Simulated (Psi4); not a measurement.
# AlH2Cl (SMILES [H][Al]([H])[Cl]) at 5 levels

Wanted: a comparison of 5 runs (HF/def2-SVP, r2SCAN/3-21G, PBE/6-31G*, REMP2/6-311+G**, CCSD/6-311G) of AlH2Cl. 

Program for the calculation: Psi4 1.11.

5 further runs of the same task are left out: 2 that didn't finish, 3 set aside as unsound or not needed.

**1. The molecule**

The species is AlH2Cl (4 atoms), meant as a singlet with charge 0. SMILES: `[H][Al]([H])[Cl]`. The shape comes from GFN2-xTB, which is rough for such elements, and wasn't checked as a minimum.

Bond lengths: Al1–Cl4 2.014 Å, Al1–H2 1.538 Å, Al1–H3 1.538 Å. Angles: H2–Al1–Cl4 121.9°, H3–Al1–Cl4 121.9°, H2–Al1–H3 116.1°.

**2. Energy and gradient at HF/def2-SVP (run 1)**

Contents of alclh2.py:

```python
import psi4

psi4.set_memory(1600000000)
psi4.set_num_threads(1)
psi4.core.set_output_file('alclh2.out', False)

mol = psi4.geometry("""
0 1
Al     0.049780     0.082930    -0.002200
H      1.587020     0.109500     0.013310
H     -0.651090     1.451440    -0.019500
Cl    -0.985710    -1.643880     0.008400
units angstrom
symmetry c1
no_reorient
no_com
""")

psi4.set_options(dict(reference='rhf', puream=True, e_convergence=1e-09, d_convergence=1e-08, scf_type='pk'))

result, w = psi4.gradient('hf/def2-SVP', return_wfn=True)
psi4.oeprop(w, 'MAYER_INDICES', 'DIPOLE', 'LOWDIN_CHARGES', title='HF')
print('gradient / Eh bohr^-1')
print(result.np.round(6))
print(f'energy = {w.energy():.10f} Eh')
```

Started as:

```console
$ python alclh2.py
```

alclh2.out:

```text
[...]
  Running in c1 symmetry.
[...]
  Nuclear repulsion =   73.011449274731433
[...]
  Multiplicity = 1
[...]
  Nalpha       = 16
  Nbeta        = 16
[...]
    Number of basis functions: 46
[...]
   @RHF iter   1:  -702.40399909328198   -4.96165e-01   2.78712e-03 DIIS/ADIIS
[...]
   @RHF iter   9:  -702.41433338127081   -9.43601e-12   7.40482e-09 DIIS
[...]
  @RHF Final Energy:  -702.41433338127081
   => Energetics <=
    Nuclear Repulsion Energy =             73.0114492747314330
    One-Electron Energy =               -1118.7347261399795570
    Two-Electron Energy =                 343.3089434839773162
    Total Energy =                       -702.4143333812708079
[...]
  -Total Gradient:
     Atom            X                  Y                   Z
    ------   -----------------  -----------------  -----------------
       1       -0.018034031630    -0.030129477935    -0.000041151703
       2       -0.011179319597     0.005032064590    -0.000066655164
       3        0.009689933517    -0.007461798357     0.000239134307
       4        0.019523417717     0.032559211707    -0.000131327441
[...]
 Multipole Moments:
 ------------------------------------------------------------------------------------
     Multipole            Electronic (a.u.)      Nuclear  (a.u.)        Total (a.u.)
 ------------------------------------------------------------------------------------
 L = 1.  Multiply by 2.5417464519 to convert [e a0] to [Debye]
 Dipole X            :         28.8056842          -28.6747042            0.1309800
 Dipole Y            :         48.0413342          -47.8231668            0.2181674
 Dipole Z            :         -0.2106332            0.2041093           -0.0065239
 Magnitude           :                                                    0.2545493
[...]
```

On the terminal:

```text
gradient / Eh bohr^-1
[[-1.8034e-02 -3.0129e-02 -4.1000e-05]
 [-1.1179e-02  5.0320e-03 -6.7000e-05]
 [ 9.6900e-03 -7.4620e-03  2.3900e-04]
 [ 1.9523e-02  3.2559e-02 -1.3100e-04]]
energy = -702.4143333813 Eh
```

It took 2 s on 1 thread of Intel Xeon at 2.60GHz (Ice Lake), shared host; peak memory 0.19 GiB.

**3. Energy and gradient at r2SCAN/3-21G (run 2)**

Contents of calc.py:

```python
import psi4

psi4.set_memory(1600000000)
psi4.set_num_threads(1)
psi4.set_output_file('run.log', False)

m = psi4.geometry("""
0 1
Al     0.09407057     0.15671499    -0.00415740
H      2.99903315     0.20692501     0.02515225
H     -1.23038178     2.74282409    -0.03684966
Cl    -1.86272194    -3.10648298     0.01587370
units au
symmetry c1
no_reorient
no_com
""")

psi4.set_options(dict(puream=True, e_convergence=1e-09, d_convergence=1e-08, scf_type='pk', dft_radial_points=99, dft_spherical_points=590))

result, w = psi4.gradient("r2scan/3-21G", return_wfn=True)
psi4.oeprop(w, "QUADRUPOLE", "DIPOLE", "WIBERG_LOWDIN_INDICES", title="R2SCAN")
print('gradient / Eh bohr^-1')
print(result.np.round(6))
print(f'energy = {w.energy():.10f} Eh')
```

Started as:

```console
$ python calc.py
```

run.log:

```text
[...]
  Running in c1 symmetry.
[...]
  Nuclear repulsion =   73.011449266648029
[...]
  Multiplicity = 1
[...]
  Nalpha       = 16
  Nbeta        = 16
[...]
    Number of basis functions: 30
[...]
   @RKS iter   1:  -700.16031694652258   -2.04915e-01   7.58028e-03 DIIS/ADIIS
[...]
   @RKS iter   8:  -700.19208299511456   -1.47793e-12   6.71223e-09 DIIS
[...]
    Orbital Energies [Eh]
    ---------------------
    Doubly Occupied:
       1A   -100.480037     2A    -55.391061     3A     -9.301759
       4A     -7.053404     5A     -7.048438     6A     -7.046729
       7A     -4.078761     8A     -2.615869     9A     -2.613644
      10A     -2.608386    11A     -0.802981    12A     -0.424710
      13A     -0.344701    14A     -0.337228    15A     -0.328650
      16A     -0.280055
[...]
  @RKS Final Energy:  -700.19208299511456
   => Energetics <=
    Nuclear Repulsion Energy =             73.0114492666480288
    One-Electron Energy =               -1114.7135273515318659
    Two-Electron Energy =                 389.0130065779486017
    DFT Exchange-Correlation Energy =     -47.5030114881792045
    Empirical Dispersion Energy =           0.0000000000000000
    VV10 Nonlocal Energy =                  0.0000000000000000
    Total Energy =                       -700.1920829951145606
[...]
  -Total Gradient:
     Atom            X                  Y                   Z
    ------   -----------------  -----------------  -----------------
       1       -0.030842749769    -0.051488169244     0.000171249576
       2       -0.018642686608     0.005402774745    -0.000163505463
       3        0.013533514204    -0.013870247179     0.000308039367
       4        0.035721312706     0.059570965326    -0.000311533046
[...]
```

Standard output:

```text
gradient / Eh bohr^-1
[[-0.030843 -0.051488  0.000171]
 [-0.018643  0.005403 -0.000164]
 [ 0.013534 -0.01387   0.000308]
 [ 0.035721  0.059571 -0.000312]]
energy = -700.1920829951 Eh
```

Run time: 9 s. Hardware: 1 thread of Intel Xeon at 2.60GHz (Ice Lake), shared host; peak memory 0.61 GiB.

**4. Energy and gradient at PBE/6-31G(d) (spherical functions) (run 3)**

Contents of input.inp:

```
memory 1600 MB

molecule mol {
  0 1
  Al     0.049780     0.082930    -0.002200
  H      1.587020     0.109500     0.013310
  H     -0.651090     1.451440    -0.019500
  Cl    -0.985710    -1.643880     0.008400
  units angstrom
  symmetry c1
}

set basis 6-31G*
set reference rks
set puream true
set e_convergence 1e-09
set d_convergence 1e-08
set scf_type pk
set dft_radial_points 99
set dft_spherical_points 590

energy_value, wavefunction = gradient("pbe", return_wfn=True)
oeprop(wavefunction, "WIBERG_LOWDIN_INDICES", "LOWDIN_CHARGES", "DIPOLE")
print_variables()
```

Started as:

```console
$ psi4 -n 1 input.inp input.out
```

input.out:

```text
[...]
  Running in c1 symmetry.
[...]
  Nuclear repulsion =   73.011449274731433
[...]
  Multiplicity = 1
[...]
  Nalpha       = 16
  Nbeta        = 16
[...]
    Number of basis functions: 40
[...]
   @RKS iter   1:  -703.43920615106526   -1.93953e-01   6.89597e-03 ADIIS/DIIS
[...]
   @RKS iter   9:  -703.49663328351562   -2.95586e-12   7.21933e-09 DIIS
[...]
    Orbital Energies [Eh]
    ---------------------
    Doubly Occupied:
       1A   -100.653670     2A    -55.402105     3A     -9.172078
       4A     -6.992267     5A     -6.988858     6A     -6.987235
       7A     -3.956007     8A     -2.563778     9A     -2.557378
      10A     -2.553950    11A     -0.753164    12A     -0.402244
      13A     -0.323749    14A     -0.312444    15A     -0.308931
      16A     -0.263000
[...]
  @RKS Final Energy:  -703.49663328351562
   => Energetics <=
    Nuclear Repulsion Energy =             73.0114492747314330
    One-Electron Energy =               -1119.1003207671064956
    Two-Electron Energy =                 389.9522058859648155
    DFT Exchange-Correlation Energy =     -47.3599676771053169
    Empirical Dispersion Energy =           0.0000000000000000
    VV10 Nonlocal Energy =                  0.0000000000000000
    Total Energy =                       -703.4966332835156209
[...]
  -Total Gradient:
     Atom            X                  Y                   Z
    ------   -----------------  -----------------  -----------------
       1       -0.015127876836    -0.025279632691     0.000013935091
       2       -0.017651081056     0.004914740891    -0.000151936770
       3        0.012636362988    -0.013226727286     0.000291926906
       4        0.020138689568     0.033585106008    -0.000153842299
[...]
```

It took 6.9 s on 1 thread of Intel Xeon at 2.60GHz (Ice Lake), shared host; peak memory 0.44 GiB.

Run 4 isn't shown in full; the table further down has it.

**5. Energy and gradient at CCSD/6-311G (density fitting, density fitting for correlation) (run 5)**

Contents of input.json:

```json
{
 "schema_name": "qcschema_input",
 "schema_version": 1,
 "molecule": {
  "schema_name": "qcschema_molecule",
  "schema_version": 2,
  "symbols": ["Al", "H", "H", "Cl"],
  "geometry": [0.09407057, 0.15671499, -0.0041574, 2.99903315, 0.20692501, 0.02515225, -1.23038178, 2.74282409, -0.03684966, -1.86272194, -3.10648298, 0.0158737],
  "molecular_charge": 0,
  "molecular_multiplicity": 1
 },
 "driver": "gradient",
 "model": {
  "method": "ccsd",
  "basis": "6-311G"
 },
 "keywords": {
  "reference": "rhf",
  "scf_type": "df",
  "freeze_core": true,
  "cc_type": "df",
  "df_scf_guess": false,
  "diis": false,
  "maxiter": 80
 }
}
```

Started as:

```console
$ psi4 --qcschema input.json -n 1 --memory 1600MB
```

stdout:

```text
[...]
  Running in c1 symmetry.
[...]
  Nuclear repulsion =   73.011449266648029
[...]
  Multiplicity = 1
[...]
  Nalpha       = 16
  Nbeta        = 16
[...]
    Number of basis functions: 48
[...]
   @DF-RHF iter   1:  -702.57721380787461   -4.49380e-01   4.05958e-03 ADIIS
[...]
   @DF-RHF iter  21:  -702.59316457697514    7.95808e-13   5.04130e-11
[...]
  @DF-RHF Final Energy:  -702.59316457697514
   => Energetics <=
    Nuclear Repulsion Energy =             73.0114492666480288
    One-Electron Energy =               -1118.4499648235816949
    Two-Electron Energy =                 342.8453509799585959
    Total Energy =                       -702.5931645769751412
[...]
 Multipole Moments:
 ------------------------------------------------------------------------------------
     Multipole            Electronic (a.u.)      Nuclear  (a.u.)        Total (a.u.)
 ------------------------------------------------------------------------------------
 L = 1.  Multiply by 2.5417464519 to convert [e a0] to [Debye]
 Dipole X            :         -1.3573123            1.7497338            0.3924215
 Dipole Y            :         -2.2640394            2.9182085            0.6541692
 Dipole Z            :          0.0024800           -0.0115667           -0.0090867
 Magnitude           :                                                    0.7628987
[...]
	Warning: cc_lambda option is changed to TRUE
	For this residual convergence, default PCG convergence is:     1.00e-07
[...]
	DF-MP2 Total Energy (a.u.)         :  -702.68031350979538
[...]
	DF-CCSD Total Energy (a.u.)        :  -702.69784456179264
[...]
```

The result, in JSON:

```text
{
 "driver": "gradient",
 "model": {
  "method": "ccsd",
  "basis": "6-311G"
 },
 "success": true,
 "return_result": [-0.03224280574118765, -0.05382122465213435, 0.00016531301453388825, -0.015251737385348907, 0.005704666315585749, -0.00013048867290342894, 0.012202703272229165, -0.010738285931168434, 0.00027184435328270196, 0.0352918398546862, 0.05885484426794996, -0.00030666869491420556],
 "properties": {
  "calcinfo_nbasis": 48,
  "calcinfo_nmo": 48,
  "calcinfo_nalpha": 16,
  "calcinfo_nbeta": 16,
  "calcinfo_natom": 4,
  "nuclear_repulsion_energy": 73.01144926664803,
  "return_energy": -702.6978445617926,
  "return_gradient": [-0.03224280574118765, -0.05382122465213435, 0.00016531301453388825, -0.015251737385348907, 0.005704666315585749, -0.00013048867290342894, 0.012202703272229165, -0.010738285931168434, 0.00027184435328270196, 0.0352918398546862, 0.05885484426794996, -0.00030666869491420556],
  "scf_one_electron_energy": -1118.4499648235817,
  "scf_two_electron_energy": 342.8453509799586,
  "scf_dipole_moment": [0.39242151389284174, 0.6541691605131463, -0.009086670193283825],
  "scf_total_energy": -702.5931645769751,
  "scf_iterations": 21,
  "mp2_singles_energy": 0.0,
  "mp2_doubles_energy": -0.0871489328201947,
  "mp2_correlation_energy": -0.0871489328202415,
  "mp2_total_energy": -702.6803135097954,
  "ccsd_singles_energy": 0.0,
  "ccsd_doubles_energy": -0.10467998481749419,
  "ccsd_correlation_energy": -0.10467998481749419,
  "ccsd_total_energy": -702.6978445617926
 }
}
```

Wall time 4.8 s (1 thread of Intel Xeon at 2.60GHz (Ice Lake), shared host); peak memory 0.62 GiB.

**6. All runs side by side**

```tsv
run	level	integration grid	task	energy (Eh)	dipole moment (D)	HOMO energy (eV)	LUMO energy (eV)	wall time
1	HF/def2-SVP	–	gradient	-702.414333	0.65	-11.61	1.41	2 s
2	r2SCAN/3-21G	99 radial × 590 angular	gradient	-700.192083	1.47	-7.62	-2.24	9 s
3	PBE/6-31G* (spherical functions)	99 radial × 590 angular	gradient	-703.496633	0.73	-7.16	-2.25	6.9 s
4	REMP2/6-311+G** (density fitting for correlation)	–	energy	-702.879187	–	-11.70	0.72	4.2 s
5	CCSD/6-311G (density fitting, density fitting for correlation)	–	gradient	-702.697845	–	-11.74	0.63	4.8 s
```

**7. Outcome**

| quantity | value |
| --- | --- |
| run 5: total energy | -702.69784 Eh |
| run 5: HOMO energy (Hartree–Fock orbitals) | -11.74 eV |
| run 5: LUMO energy (Hartree–Fock orbitals) | 0.63 eV |
| run 5: HOMO–LUMO gap (Hartree–Fock orbitals) | 12.37 eV |
| run 5: correlation energy (10 core orbitals frozen) | -104.7 mEh |
| run 5: largest force on an atom | 3.529 eV/Å |

In words: Over runs 1, 2, 3 the dipole moment (its size) runs from 0.65 D (HF/def2-SVP) to 1.47 D (r2SCAN/3-21G). The two ends differ in method and basis. Over runs 1, 2, 3 the HOMO–LUMO gap runs from 4.91 eV (PBE/6-31G*) to 13.02 eV (HF/def2-SVP). Totals of different functionals can't be ranked against each other. All runs together took 27 s, the longest 9 s.
